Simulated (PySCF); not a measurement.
Geometry:
| atom | x (Å) | y (Å) | z (Å) |
| --- | --- | --- | --- |
| C1 | 2.821 | 1.266 | 0.183 |
| C2 | 2.173 | 0.255 | 0.173 |
| C3 | 1.367 | -0.954 | 0.152 |
| C4 | -0.084 | -0.706 | -0.266 |
| C5 | -0.848 | 0.185 | 0.698 |
| C6 | -2.275 | 0.442 | 0.249 |
| H7 | 3.402 | 2.157 | 0.191 |
| H8 | 1.389 | -1.412 | 1.148 |
| H9 | 1.830 | -1.675 | -0.529 |
| H10 | -0.587 | -1.675 | -0.349 |
| H11 | -0.094 | -0.260 | -1.266 |
| H12 | -0.849 | -0.279 | 1.691 |
| H13 | -0.314 | 1.134 | 0.805 |
| H14 | -2.811 | 1.074 | 0.961 |
| H15 | -2.834 | -0.493 | 0.149 |
| H16 | -2.297 | 0.943 | -0.722 |

Geometry: PBE0-D3(BJ)/def2-TZVP; GIAO absolute shieldings from PySCF 2.14, gas phase, non-relativistic, averaged over equivalent atoms.

At wB97X-D/pcSseg-2 (356 basis functions, 69 s wall time on 1 thread of an Arm Neoverse V1, shared host):
| atoms | σ (ppm) |
| --- | --- |
| C2 | 94.1 |
| C1 | 109.6 |
| C4 | 151.1 |
| C5 | 160.4 |
| C3 | 164.5 |
| C6 | 169.4 |
| H8/H9 | 29.45 |
| H7 | 30.01 |
| H12/H13 | 30.11 |
| H10/H11 | 30.29 |
| H14/H15/H16 | 30.66 |

Question: Predict the values at KT3/pcSseg-2 on the same geometry.

Answer: 
```json
{"atoms": "C2", "σ at KT3/pcSseg-2": "101.9", "change": "+7.8"}
{"atoms": "C1", "σ at KT3/pcSseg-2": "118.5", "change": "+8.9"}
{"atoms": "C4", "σ at KT3/pcSseg-2": "146.2", "change": "-4.9"}
{"atoms": "C5", "σ at KT3/pcSseg-2": "155.3", "change": "-5.1"}
{"atoms": "C3", "σ at KT3/pcSseg-2": "159.4", "change": "-5.1"}
{"atoms": "C6", "σ at KT3/pcSseg-2": "165.6", "change": "-3.8"}
{"atoms": "H8/H9", "σ at KT3/pcSseg-2": "29.14", "change": "-0.31"}
{"atoms": "H7", "σ at KT3/pcSseg-2": "30.01", "change": "+0.00"}
{"atoms": "H12/H13", "σ at KT3/pcSseg-2": "29.99", "change": "-0.12"}
{"atoms": "H10/H11", "σ at KT3/pcSseg-2": "30.18", "change": "-0.11"}
{"atoms": "H14/H15/H16", "σ at KT3/pcSseg-2": "30.62", "change": "-0.04"}
```

The largest change is at C1 (terminal alkyne carbon). Cost: 356 basis functions, 75 s wall time on 1 thread of an Arm Neoverse V1, shared host. The order of the carbon signals is the same at both levels.
